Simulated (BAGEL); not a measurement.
**NEVPT2(13,10)/cc-pVTZ (density fitting with cc-pvqz-jkfit) run of H2NO (SMILES N[O])**

What is the vertical doublet–quartet gap of H2NO at NEVPT2(13,10)/cc-pVTZ (density fitting with cc-pvqz-jkfit)? 

Program for the calculation: BAGEL 1.2.2.

3 further runs of the same task are left out: 3 set aside as unsound or not needed.

## 1. The molecule

The species is H2NO (4 atoms), meant as a doublet with charge 0. As SMILES, `N[O]`. The coordinates come from a GFN2-xTB relaxation.

Bond lengths: N1–O2 1.277 Å, N1–H3 1.017 Å, N1–H4 1.017 Å. Angles: O2–N1–H3 118.4°, O2–N1–H4 118.4°, H3–N1–H4 119.4°.

## 2. The energy at NEVPT2(13,10)/cc-pVTZ (density fitting with cc-pvqz-jkfit)

calc.json

```json
{ "bagel" : [

{
  "title" : "molecule",
  "basis" : "cc-pvtz.json",
  "df_basis" : "cc-pvqz-jkfit",
  "angstrom" : true,
  "geometry" : [
    { "atom" : "N", "xyz" : [      -0.015110,       0.041110,      -0.107550 ] },
    { "atom" : "O", "xyz" : [       0.804330,       0.357230,       0.819800 ] },
    { "atom" : "H", "xyz" : [      -0.968410,       0.390510,      -0.050090 ] },
    { "atom" : "H", "xyz" : [       0.179190,      -0.788850,      -0.662160 ] }
  ]
},

{
  "title" : "hf",
  "charge" : 1
},

{
  "title" : "casscf",
  "nstate" : 1,
  "nact" : 10,
  "nclosed" : 2,
  "nspin" : 1,
  "maxiter" : 200,
  "natocc" : true
},

{
  "title" : "nevpt2",
  "nstate" : 1,
  "nact" : 10,
  "nclosed" : 2,
  "nspin" : 1,
  "maxiter" : 200,
  "natocc" : true,
  "ncore" : 2
}

]}
```

The basis set cc-pVTZ is read from a file made from the Basis Set Exchange's data (not shown).

The run is started by

```sh
BAGEL_NUM_THREADS=1 BAGEL calc.json > calc.out
```

Output:

```text
* using 1 threads per process

  ===============================================================
  ===============================================================

  *** Geometry ***

  { "atom" : "N", "xyz" : [     -0.028554,      0.077687,     -0.203240 ] },
  { "atom" : "O", "xyz" : [      1.519963,      0.675067,      1.549197 ] },
  { "atom" : "H", "xyz" : [     -1.830030,      0.737957,     -0.094656 ] },
  { "atom" : "H", "xyz" : [      0.338620,     -1.490710,     -1.251301 ] },

  Number of auxiliary basis functions:      314

  Since a DF basis is specified, we compute 2- and 3-index integrals:
    o Being stored without compression. Storage requirement is 0.019 GB

  Number of basis functions:       88
  Number of electrons      :       17

    * METHOD: MOLECULE                             0.09

  *** RHF ***

  === Nuclear Repulsion ===
    35.0747341112

      * DIIS with orbital gradients will be used.

  === RHF iteration (cc-pvtz.json) ===
      0       -130.02883652          0.01518205           0.02
      1       -130.06103386          0.01158074           0.02
      2       -130.08596333          0.00267406           0.02
      3       -130.08838528          0.00081176           0.02
      4       -130.08871761          0.00040470           0.02
      5       -130.08887676          0.00010345           0.02
      6       -130.08888577          0.00002206           0.02
      7       -130.08888613          0.00000810           0.02
      8       -130.08888616          0.00000216           0.02
      9       -130.08888616          0.00000123           0.02
     10       -130.08888616          0.00000066           0.02
     11       -130.08888616          0.00000028           0.02
     12       -130.08888616          0.00000008           0.02
     13       -130.08888616          0.00000002           0.02
     14       -130.08888616          0.00000001           0.02
    * SCF iteration converged.

    * Permanent dipole moment:
           (    0.988919,     0.491928,     0.906374) a.u.

    * METHOD: HF                                   0.32

  ---------------------------
      CASSCF calculation
  ---------------------------

    * nstate   :      1
    * nclosed  :      2
    * nact     :     10
    * nvirt    :     76
  === CASSCF iteration (cc-pvtz.json) ===

    * Using the second-order algorithm

      0  0      -130.43524917     1.95e-02      0.49

      1  0      -130.49997854     2.80e-03      0.53

      2  0      -130.53489765     1.48e-03      0.49

      3  0      -130.53986452     6.17e-04      0.49

      4  0      -130.54007992     2.09e-04      0.50

      5  0      -130.54010094     6.71e-05      0.49

      6  0      -130.54010601     3.15e-05      0.49

      7  0      -130.54010793     2.08e-05      0.49

      8  0      -130.54010879     1.45e-05      0.51

      9  0      -130.54010918     1.01e-05      0.51

     10  0      -130.54010937     7.04e-06      0.50

     11  0      -130.54010946     4.92e-06      0.50

     12  0      -130.54010951     3.46e-06      0.50

     13  0      -130.54010953     2.45e-06      0.51

     14  0      -130.54010955     1.74e-06      0.52

     15  0      -130.54010955     1.25e-06      0.51

     16  0      -130.54010956     8.98e-07      0.51

     17  0      -130.54010956     6.48e-07      0.49

     18  0      -130.54010956     4.69e-07      0.50

     19  0      -130.54010956     3.41e-07      0.52

     20  0      -130.54010956     2.48e-07      0.50

     21  0      -130.54010956     1.81e-07      0.51

     22  0      -130.54010956     1.32e-07      0.49

     23  0      -130.54010956     9.62e-08      0.49

     24  0      -130.54010956     7.03e-08      0.49

     25  0      -130.54010956     5.14e-08      0.49

     26  0      -130.54010956     3.76e-08      0.49

     27  0      -130.54010956     2.75e-08      0.47

     28  0      -130.54010956     2.01e-08      0.48

     29  0      -130.54010956     1.47e-08      0.48

     30  0      -130.54010956     1.08e-08      0.48

     31  0      -130.54010956     7.90e-09      0.46

    * Second-order optimization converged. *

     guess   0:   closed 111111....           open ......1...

  === FCI iteration ===

      0  0      -130.43434454     3.09e-03      0.01
      1  0      -130.52970517     1.07e-03      0.01
      2  0      -130.53905605     3.50e-04      0.01
      3  0      -130.53994957     1.28e-04      0.02
      4  0      -130.54007296     5.21e-05      0.02
      5  0      -130.54009959     2.81e-05      0.01
      6  0      -130.54010769     1.35e-05      0.02
      7  0      -130.54010931     5.21e-06      0.02
      8  0      -130.54010953     1.98e-06      0.02
      9  0      -130.54010956     6.51e-07      0.01
     10  0      -130.54010956     2.06e-07      0.02
     11  0      -130.54010956     6.41e-08      0.02
     12  0      -130.54010956     2.23e-08      0.02
     13  0      -130.54010956     7.38e-09      0.02
     14  0      -130.54010956     2.51e-09      0.02
     15  0      -130.54010956     9.64e-10      0.02
     16  0      -130.54010956     3.83e-10      0.02
     17  0      -130.54010956     1.38e-10      0.02
     18  0 *    -130.54010956     4.92e-11      0.01

     * ci vector, state   0, <S^2> = 0.7500
       222222a...     0.9747224791
       222a2b2a..    -0.0786392508
       22222.a2..     0.0761268672
       2222.2a.2.     0.0650619503
       222a2a2b..    -0.0648581355

    * METHOD: CASSCF                              16.23

    * freezing 2 orbitals

  === DF-NEVPT2 calculation ===

    * 3-index integral transformation done
    * assembly done

      NEVPT2 correlation energy:   -0.3116787967      0.20

          (+0)      0.0000000000
          (+0)'     0.0000000000
          (+1)      0.0000000000
          (+1)'     0.0000000000
          (+2)      0.0000000000
          (-1)      0.0000000000
          (-1)'    -0.1193071697
          (-2)     -0.1923716270

      NEVPT2 total energy:       -130.8517883558

    * METHOD: NEVPT2                             103.76

  ===============================================================
```

It took 2 min on 1 thread of Arm Neoverse V1, shared host; peak memory 3.5 GiB.

## 3. The quartet at the same level

calc.json

```json
{ "bagel": [

{
  "title": "molecule",
  "basis": "cc-pvtz.json",
  "df_basis": "cc-pvqz-jkfit",
  "angstrom": "true",
  "geometry": [
    { "atom": "N", "xyz": [   -0.015110,    0.041110,   -0.107550 ] },
    { "atom": "O", "xyz": [    0.804330,    0.357230,    0.819800 ] },
    { "atom": "H", "xyz": [   -0.968410,    0.390510,   -0.050090 ] },
    { "atom": "H", "xyz": [    0.179190,   -0.788850,   -0.662160 ] }
  ]
},
{
  "title": "hf",
  "charge": 1
},
{
  "title": "casscf",
  "nstate": 1,
  "nact": 10,
  "nclosed": 2,
  "nspin": 3,
  "maxiter": 200,
  "natocc": "true"
},
{
  "title": "nevpt2",
  "nstate": 1,
  "nact": 10,
  "nclosed": 2,
  "nspin": 3,
  "maxiter": 200,
  "natocc": "true",
  "ncore": 2
}

]}
```

The basis set cc-pVTZ is read from a file made from the Basis Set Exchange's data (not shown).

The run is started by

```sh
BAGEL_NUM_THREADS=1 BAGEL calc.json > calc.out
```

Output:

```text
* using 1 threads per process

  ===============================================================
  ===============================================================

  *** Geometry ***

  { "atom" : "N", "xyz" : [     -0.028554,      0.077687,     -0.203240 ] },
  { "atom" : "O", "xyz" : [      1.519963,      0.675067,      1.549197 ] },
  { "atom" : "H", "xyz" : [     -1.830030,      0.737957,     -0.094656 ] },
  { "atom" : "H", "xyz" : [      0.338620,     -1.490710,     -1.251301 ] },

  Number of auxiliary basis functions:      314

  Since a DF basis is specified, we compute 2- and 3-index integrals:
    o Being stored without compression. Storage requirement is 0.019 GB

  Number of basis functions:       88
  Number of electrons      :       17

    * METHOD: MOLECULE                             0.09

  *** RHF ***

  === Nuclear Repulsion ===
    35.0747341112

      * DIIS with orbital gradients will be used.

  === RHF iteration (cc-pvtz.json) ===
      0       -130.02883652          0.01518205           0.02
      1       -130.06103386          0.01158074           0.02
      2       -130.08596333          0.00267406           0.02
      3       -130.08838528          0.00081176           0.02
      4       -130.08871761          0.00040470           0.02
      5       -130.08887676          0.00010345           0.02
      6       -130.08888577          0.00002206           0.02
      7       -130.08888613          0.00000810           0.02
      8       -130.08888616          0.00000216           0.02
      9       -130.08888616          0.00000123           0.02
     10       -130.08888616          0.00000066           0.02
     11       -130.08888616          0.00000028           0.02
     12       -130.08888616          0.00000008           0.02
     13       -130.08888616          0.00000002           0.02
     14       -130.08888616          0.00000001           0.02
    * SCF iteration converged.

    * Permanent dipole moment:
           (    0.988919,     0.491928,     0.906374) a.u.

    * METHOD: HF                                   0.32

  ---------------------------
      CASSCF calculation
  ---------------------------

    * nstate   :      1
    * nclosed  :      2
    * nact     :     10
    * nvirt    :     76
  === CASSCF iteration (cc-pvtz.json) ===

    * Using the second-order algorithm

      0  0      -130.21514619     1.69e-02      0.24

      1  0      -130.27090442     3.25e-03      0.32

      2  0      -130.29327217     1.06e-03      0.30

      3  0      -130.29540384     2.88e-04      0.29

      4  0      -130.29550024     1.27e-04      0.30

      5  0      -130.29551558     5.33e-05      0.29

      6  0      -130.29551945     2.39e-05      0.30

      7  0      -130.29552058     1.16e-05      0.28

      8  0      -130.29552092     6.03e-06      0.29

      9  0      -130.29552103     3.24e-06      0.29

     10  0      -130.29552106     1.78e-06      0.30

     11  0      -130.29552107     9.89e-07      0.30

     12  0      -130.29552107     5.64e-07      0.31

     13  0      -130.29552108     3.46e-07      0.32

     14  0      -130.29552108     2.54e-07      0.32

     15  0      -130.29552108     2.37e-07      0.32

     16  0      -130.29552108     2.55e-07      0.30

     17  0      -130.29552108     2.88e-07      0.29

     18  0      -130.29552108     3.30e-07      0.30

     19  0      -130.29552108     3.78e-07      0.30

     20  0      -130.29552108     4.35e-07      0.29

     21  0      -130.29552108     4.99e-07      0.30

     22  0      -130.29552108     5.74e-07      0.29

     23  0      -130.29552108     6.60e-07      0.29

     24  0      -130.29552108     7.58e-07      0.30

     25  0      -130.29552108     8.71e-07      0.30

     26  0      -130.29552108     1.00e-06      0.31

     27  0      -130.29552109     1.15e-06      0.31

     28  0      -130.29552109     1.32e-06      0.31

     29  0      -130.29552109     1.52e-06      0.31

     30  0      -130.29552110     1.75e-06      0.31

     31  0      -130.29552111     2.01e-06      0.31

     32  0      -130.29552112     2.31e-06      0.31

     33  0      -130.29552113     2.65e-06      0.32

     34  0      -130.29552115     3.05e-06      0.31

     35  0      -130.29552117     3.50e-06      0.30

     36  0      -130.29552120     4.02e-06      0.30

     37  0      -130.29552124     4.62e-06      0.30

     38  0      -130.29552130     5.31e-06      0.31

     39  0      -130.29552137     6.10e-06      0.31

     40  0      -130.29552146     7.01e-06      0.31

     41  0      -130.29552158     8.05e-06      0.31

     42  0      -130.29552174     9.25e-06      0.31

     43  0      -130.29552196     1.06e-05      0.31

     44  0      -130.29552224     1.22e-05      0.32

     45  0      -130.29552261     1.40e-05      0.31

     46  0      -130.29552311     1.61e-05      0.32

     47  0      -130.29552375     1.85e-05      0.32

     48  0      -130.29552461     2.12e-05      0.32

     49  0      -130.29552573     2.43e-05      0.31

     50  0      -130.29552720     2.79e-05      0.31

     51  0      -130.29552913     3.19e-05      0.32

     52  0      -130.29553165     3.65e-05      0.32

     53  0      -130.29553495     4.17e-05      0.33

     54  0      -130.29553922     4.75e-05      0.34

     55  0      -130.29554474     5.40e-05      0.34

     56  0      -130.29555182     6.12e-05      0.34

     57  0      -130.29556084     6.91e-05      0.33

     58  0      -130.29557217     7.76e-05      0.33

     59  0      -130.29558623     8.65e-05      0.34

     60  0      -130.29560336     9.57e-05      0.34

     61  0      -130.29562379     1.05e-04      0.33

     62  0      -130.29564752     1.13e-04      0.34

     63  0      -130.29567424     1.21e-04      0.34

     64  0      -130.29570328     1.27e-04      0.33

     65  0      -130.29573359     1.30e-04      0.34

     66  0      -130.29576388     1.31e-04      0.34

     67  0      -130.29579282     1.30e-04      0.34

     68  0      -130.29581924     1.26e-04      0.34

     69  0      -130.29584230     1.19e-04      0.35

     70  0      -130.29586161     1.11e-04      0.35

     71  0      -130.29587718     1.02e-04      0.34

     72  0      -130.29588932     9.16e-05      0.33

     73  0      -130.29589851     8.13e-05      0.32

     74  0      -130.29590531     7.13e-05      0.34

     75  0      -130.29591024     6.19e-05      0.34

     76  0      -130.29591376     5.33e-05      0.35

     77  0      -130.29591624     4.55e-05      0.35

     78  0      -130.29591796     3.86e-05      0.34

     79  0      -130.29591915     3.26e-05      0.34

     80  0      -130.29591997     2.73e-05      0.35

     81  0      -130.29592053     2.29e-05      0.35

     82  0      -130.29592091     1.91e-05      0.35

     83  0      -130.29592117     1.59e-05      0.34

     84  0      -130.29592134     1.32e-05      0.34

     85  0      -130.29592146     1.09e-05      0.36

     86  0      -130.29592154     8.99e-06      0.36

     87  0      -130.29592159     7.42e-06      0.35

     88  0      -130.29592163     6.11e-06      0.35

     89  0      -130.29592165     5.03e-06      0.34

     90  0      -130.29592167     4.14e-06      0.34

     91  0      -130.29592168     3.40e-06      0.35

     92  0      -130.29592169     2.79e-06      0.36

     93  0      -130.29592169     2.29e-06      0.36

     94  0      -130.29592169     1.88e-06      0.36

     95  0      -130.29592170     1.54e-06      0.35

     96  0      -130.29592170     1.26e-06      0.35

     97  0      -130.29592170     1.03e-06      0.35

     98  0      -130.29592170     8.47e-07      0.34

     99  0      -130.29592170     6.93e-07      0.35

    100  0      -130.29592170     5.68e-07      0.35

    101  0      -130.29592170     4.65e-07      0.35

    102  0      -130.29592170     3.80e-07      0.34

    103  0      -130.29592170     3.11e-07      0.33

    104  0      -130.29592170     2.55e-07      0.33

    105  0      -130.29592170     2.08e-07      0.33

    106  0      -130.29592170     1.70e-07      0.34

    107  0      -130.29592170     1.39e-07      0.34

    108  0      -130.29592170     1.14e-07      0.34

    109  0      -130.29592170     9.33e-08      0.33

    110  0      -130.29592170     7.63e-08      0.32

    111  0      -130.29592170     6.24e-08      0.33

    112  0      -130.29592170     5.11e-08      0.32

    113  0      -130.29592170     4.18e-08      0.32

    114  0      -130.29592170     3.42e-08      0.32

    115  0      -130.29592170     2.79e-08      0.32

    116  0      -130.29592170     2.28e-08      0.30

    117  0      -130.29592170     1.87e-08      0.31

    118  0      -130.29592170     1.53e-08      0.32

    119  0      -130.29592170     1.25e-08      0.31

    120  0      -130.29592170     1.02e-08      0.31

    121  0      -130.29592170     8.37e-09      0.29

    * Second-order optimization converged. *

     guess   0:   closed 11111.....           open .....111..

  === FCI iteration ===

      0  0      -130.21041010     3.97e-03      0.01
      1  0      -130.28595460     1.39e-03      0.01
      2  0      -130.29483502     4.54e-04      0.01
      3  0      -130.29575564     1.55e-04      0.01
      4  0      -130.29588576     6.50e-05      0.01
      5  0      -130.29591428     3.34e-05      0.01
      6  0      -130.29592042     1.57e-05      0.01
      7  0      -130.29592149     6.19e-06      0.01
      8  0      -130.29592167     2.04e-06      0.01
      9  0      -130.29592169     1.02e-06      0.01
     10  0      -130.29592170     5.46e-07      0.01
     11  0      -130.29592170     2.63e-07      0.01
     12  0      -130.29592170     1.06e-07      0.01
     13  0      -130.29592170     3.62e-08      0.01
     14  0      -130.29592170     1.38e-08      0.01
     15  0      -130.29592170     5.65e-09      0.01
     16  0      -130.29592170     2.62e-09      0.01
     17  0      -130.29592170     1.02e-09      0.01
     18  0      -130.29592170     4.21e-10      0.01
     19  0      -130.29592170     1.78e-10      0.01
    ** throwing out 1 trial vectors **
     20  0 *    -130.29592170     6.25e-11      0.01

     * ci vector, state   0, <S^2> = 3.7500
       22222aaa..     0.9765362946
       2222.aaa2.     0.0805571202
       22a2b2aaa.    -0.0799237528
       22aa222a..    -0.0739591819
       22a2a2aab.    -0.0665773052
       222.2aaa.2     0.0589631986

    * METHOD: CASSCF                              39.67

    * freezing 2 orbitals

  === DF-NEVPT2 calculation ===

    * 3-index integral transformation done
    * assembly done

      NEVPT2 correlation energy:   -0.3042945000      0.22

          (+0)      0.0000000000
          (+0)'     0.0000000000
          (+1)      0.0000000000
          (+1)'     0.0000000000
          (+2)      0.0000000000
          (-1)      0.0000000000
          (-1)'    -0.1252229875
          (-2)     -0.1790715125

      NEVPT2 total energy:       -130.6002161998

    * METHOD: NEVPT2                              74.15

  ===============================================================
```

It took 1.9 min on 1 thread of Arm Neoverse V1, shared host; peak memory 3 GiB.

## 4. Outcome

At NEVPT2(13,10)/cc-pVTZ (density fitting with cc-pvqz-jkfit), 2 core orbitals frozen:

| quantity | value |
| --- | --- |
| doublet: total energy | -130.85179 Eh |
| quartet: total energy | -130.60022 Eh |
| vertical energy of the quartet above the doublet | 6.846 eV |

**Reading.** At this shape the quartet lies 6.85 eV (158 kcal/mol) above the doublet.
